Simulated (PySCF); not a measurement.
# doublet [SiH2F2]+: levels of theory compared

Aim: a comparison of 6 runs (UB3LYP/6-31G*, U-revPBE/aug-cc-pVDZ, U-wB97X/aug-cc-pVDZ, UCAM-B3LYP/aug-cc-pVDZ, UM06-2X/aug-cc-pVDZ, UTPSS/aug-cc-pVDZ) of doublet [SiH2F2]+. Input form: a Python script.

Program for the calculation: PySCF 2.14.0.

2 further runs of the same task are left out: 2 set aside as unsound or not needed.

## (1) The molecule

[SiH2F2]+: 5 atoms, total charge +1, spin state doublet. SMILES of the parent species: `F[SiH2]F`. Geometry: relaxed at PBE0-D4/def2-TZVP. That shape belongs to the parent species and isn't relaxed for this state.

Bond lengths: F1–Si2 1.586 Å, Si2–F3 1.586 Å, Si2–H4 1.474 Å, Si2–H5 1.474 Å. Angles: F1–Si2–F3 108.0°, F1–Si2–H4 108.5°, F1–Si2–H5 108.5°, F3–Si2–H4 108.5°, F3–Si2–H5 108.5°, H4–Si2–H5 114.6°.

## (2) A single-point energy at UB3LYP/6-31G(d) (spherical functions) (run 1)

mol.xyz

```xyz
5

F     -1.079010     0.538200     0.980720
Si    -0.005220    -0.000540    -0.054090
F      1.247630    -0.520590     0.766910
H     -0.590470    -1.138740    -0.786300
H      0.427070     1.121680    -0.907250
```

input.py

```python
from pyscf import gto, dft

mol = gto.M(
    atom='mol.xyz',
    basis='6-31g*',
    max_memory=1860,
    charge=1,
    verbose=3,
    spin=1,
)

mf = dft.UKS(mol)
mf.xc = 'b3lyp'
mf.grids.level = 5
mf.conv_tol = 1e-10
mf.kernel()
if not mf.converged:
    mf = mf.newton().run(mf.mo_coeff, mf.mo_occ)

etot = mf.e_tot
print('E(%s) = %.9f' % ('B3LYP', etot))
```

Run with:

```bash
OMP_NUM_THREADS=1 python input.py
```

Output:

```text
WARN: HOMO -0.359815723427386 >= LUMO -0.359815723427387

converged SCF energy = -490.026318467442  <S^2> = 0.75873768  2S+1 = 2.0087187
E(B3LYP) = -490.026318467
```

Wall time 12 s (1 thread of Arm Neoverse V1, shared host); peak memory 0.29 GiB.

## (3) A single-point energy at U-revPBE/aug-cc-pVDZ (run 2)

input.py

```python
from pyscf import gto, dft

mol = gto.M(
    atom='''
F     -1.079010     0.538200     0.980720
Si    -0.005220    -0.000540    -0.054090
F      1.247630    -0.520590     0.766910
H     -0.590470    -1.138740    -0.786300
H      0.427070     1.121680    -0.907250
''',
    basis='aug-cc-pvdz',
    charge=1,
    spin=1,
    verbose=3,
    max_memory=1860,
)

myscf = dft.UKS(mol)
myscf.xc = 'revpbe'
myscf.grids.level = 5
myscf.conv_tol = 1e-10
myscf.kernel()
if not myscf.converged:
    myscf = myscf.newton().run(myscf.mo_coeff, myscf.mo_occ)

energy = myscf.e_tot
print('Final energy', energy)
```

Run with:

```bash
OMP_NUM_THREADS=1 python input.py
```

Output:

```text
WARN: HOMO -0.342635116879 >= LUMO -0.342635116878999

converged SCF energy = -489.927599808366  <S^2> = 0.75467063  2S+1 = 2.0046652
Final energy -489.9275998083665
```

It took 23 s on 1 thread of Arm Neoverse V1, shared host; peak memory 0.46 GiB.

## (4) The energy at U-wB97X/aug-cc-pVDZ (run 3)

run.py

```python
from pyscf import gto, dft

molecule = gto.M(
    atom='''
F       -1.079010       0.538200       0.980720
Si      -0.005220      -0.000540      -0.054090
F        1.247630      -0.520590       0.766910
H       -0.590470      -1.138740      -0.786300
H        0.427070       1.121680      -0.907250
''',
    verbose=3,
    max_memory=1860,
    spin=1,
    basis='aug-cc-pvdz',
    charge=1,
)

mf = dft.UKS(molecule, xc='wb97x')
mf.grids.level = 5
mf.conv_tol = 1e-10
mf.kernel()
if not mf.converged:
    mf = mf.newton().run(mf.mo_coeff, mf.mo_occ)

e_final = mf.e_tot
print('Final energy', e_final)
```

Run with:

```bash
OMP_NUM_THREADS=1 python run.py
```

Output:

```text
WARN: HOMO -0.3822964432753 >= LUMO -0.382296443275299

converged SCF energy = -489.988493831534  <S^2> = 0.76137984  2S+1 = 2.0113477
Final energy -489.98849383153447
```

Wall time 30 s (1 thread of Arm Neoverse V1, shared host); peak memory 0.46 GiB.

Runs 4 to 5 aren't shown in full; the table further down has their settings and results.

## (5) A single-point energy at UTPSS/aug-cc-pVDZ (run 6)

input.py

```python
from pyscf import gto, dft

molecule = gto.M(
    atom='''
F     -2.039033     1.017051     1.853292
Si    -0.009864    -0.001020    -0.102215
F      2.357679    -0.983773     1.449250
H     -1.115827    -2.151907    -1.485892
H      0.807045     2.119668    -1.714454
''',
    spin=1,
    max_memory=1860,
    verbose=3,
    basis='aug-cc-pvdz',
    unit='bohr',
    charge=1,
)

ks = dft.UKS(molecule, xc='tpss')
ks.conv_tol = 1e-10
ks.grids.level = 5
ks.kernel()
if not ks.converged:
    ks = ks.newton().run(ks.mo_coeff, ks.mo_occ)

energy = ks.e_tot
print('Final energy', energy)
```

Run with:

```bash
OMP_NUM_THREADS=1 python input.py
```

Output:

```text
WARN: HOMO -0.351019400083794 >= LUMO -0.351019400083795

converged SCF energy = -490.096468289819  <S^2> = 0.75824475  2S+1 = 2.0082278
Final energy -490.096468289819
```

It took 56 s on 1 thread of Arm Neoverse V1, shared host; peak memory 0.52 GiB.

## (6) The series

| run | level | energy (Eh) | HOMO energy (eV) | LUMO energy (eV) | ⟨S²⟩ | wall time |
| --- | --- | --- | --- | --- | --- | --- |
| 1 | UB3LYP/6-31G* (spherical functions) | -490.026318 | -18.56 | -15.47 | 0.759 | 12 s |
| 2 | U-revPBE/aug-cc-pVDZ | -489.927600 | -17.05 | -15.85 | 0.755 | 23 s |
| 3 | U-wB97X/aug-cc-pVDZ | -489.988494 | -21.39 | -13.34 | 0.761 | 30 s |
| 4 | UCAM-B3LYP/aug-cc-pVDZ | -490.001792 | -20.46 | -14.21 | 0.764 | 33 s |
| 5 | UM06-2X/aug-cc-pVDZ | -489.948081 | -20.51 | -14.56 | 0.763 | 53 s |
| 6 | UTPSS/aug-cc-pVDZ | -490.096468 | -17.41 | -15.86 | 0.758 | 56 s |

## (7) What came out

| quantity | value |
| --- | --- |
| run 6: total energy | -490.09647 Eh |
| run 6: HOMO energy (highest over α and β) | -17.41 eV |
| run 6: LUMO energy (lowest over α and β) | -15.86 eV |
| run 6: ⟨S²⟩ | 0.758 |

In words: Totals of different functionals can't be ranked against each other. All runs together took 3.5 min, the longest 56 s.
